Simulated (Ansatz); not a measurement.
**Lithium, bcc: convergence with Fermi-Dirac smearing**

Computed with Ansatz, LDA, scalar-relativistic PAW, on the relaxed cell (a = 3.363 Å; spin not included). Errors count from a run at 420 eV on a Γ-centred 22×22×22 mesh with Fermi-Dirac smearing of 0.1 eV, extrapolated to zero width. Fixed here: cutoff 420 eV, mesh 13×13×13. The SCF starts from atomic densities corrected by a trained network.

```
width (eV)  E(σ→0) error (meV/atom)  F error (meV/atom)  P (GPa)  SCF iterations
      0.01                     -1.0                -1.2    -0.04               6
      0.03                     -1.2                -1.8    -0.04               6
       0.1                     -1.0                -8.5    -0.02               6
       0.2                     -0.9               -31.6     0.05               6
       0.6                    -22.6              -254.8     0.62               6
       1.0                    -77.6              -634.6     1.69               6
```

Q: What does the run at 0.3 give (width)?

A: E(σ→0) error (meV/atom): -2.5; F error (meV/atom): -69.3; P (GPa): 0.15; SCF iterations: 6.
